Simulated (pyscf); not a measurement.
Thermochemistry of product channels of H₂N–Nb(Cl)(Cl)(Cl)–Cl + silane (SiH₄) on the singlet surface, in eV, from ωB97M-D3(BJ)/def2-TZVP energies (ideal gas, 1 atm, RRHO with modes under 100 cm⁻¹ raised to 100, one conformer, R ln 2 for chiral ones without a mode under 150 cm⁻¹). Structures and frequencies: ωB97X-D3(BJ)/def2-SVP in PySCF.

```csv
products,ΔE,ΔH(298 K),ΔG(298 K),ΔG(600 K)
H₃Si–NH–Nb(Cl)(Cl)(Cl)–Cl + hydrogen (H₂),-0.25,-0.36,-0.28,-0.22
H₂N–NbH(Cl)(Cl)–Cl + H₃Si–Cl,(withheld),+0.33,+0.25,(withheld)
```

### Question
Complete the blanks.

### Answer

- H₂N–NbH(Cl)(Cl)–Cl + H₃Si–Cl, ΔE: +0.31
- H₂N–NbH(Cl)(Cl)–Cl + H₃Si–Cl, ΔG(600 K): +0.17

These are energies of the channels, which say nothing of barriers. Elements past Kr carry the def2 core potentials, without spin-orbit coupling.
